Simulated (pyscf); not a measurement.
Elementary routes open to H₃C–Ga(F)–F + HCl in the gas phase (singlet surface):
A. H₃C–Ga(F)–Cl + HF (F–Ga, Cl–H broken; Cl–Ga, F–H formed)
B. CH₄ + F–Ga(F)–Cl (C–Ga, Cl–H broken; C–H, Cl–Ga formed)

Single points on ωB97X-D3(BJ)/def2-SVP structures (PySCF, gas phase).

Q: Rank the routes by free-energy barrier at 900 K, lowest first, for ωB97M-D3(BJ)/def2-TZVP energies (ideal gas, 1 atm, RRHO with modes under 100 cm⁻¹ raised to 100, one conformer, R ln 2 for chiral ones without a mode under 150 cm⁻¹).

A: A (26.1 kcal/mol), B (46.6 kcal/mol)

Route A is the fastest of these, ahead of the next by 20.5 kcal/mol. The most stable products are those of B (ΔG = -17.4 kcal/mol), whose barrier is 20.5 kcal/mol higher: the kinetic and the thermodynamic product differ. At 298 K A is still the fastest. A: On the reactant side the descent ends in an adduct with a Cl–Ga contact, 10.1 kcal/mol under the separated species and 2.2 kcal/mol under the saddle at ωB97X-D3(BJ)/def2-TZVP. On the product side the descent ends in an adduct with a F–Ga contact, 10.9 kcal/mol under the separated species and 11.1 kcal/mol under the saddle at ωB97X-D3(BJ)/def2-TZVP. B: On the reactant side the descent ends in an adduct with a Cl–Ga contact (not fully relaxed), 10.1 kcal/mol under the separated species and 23.4 kcal/mol under the saddle at ωB97X-D3(BJ)/def2-TZVP. On the product side the descent ends in a complex, 5.8 kcal/mol under the separated species and 44.0 kcal/mol under the saddle at ωB97X-D3(BJ)/def2-TZVP. Only these routes are compared; each barrier is that of the saddle found, and lower ones may exist. Elements up to Kr have no core potential and no relativistic terms here.
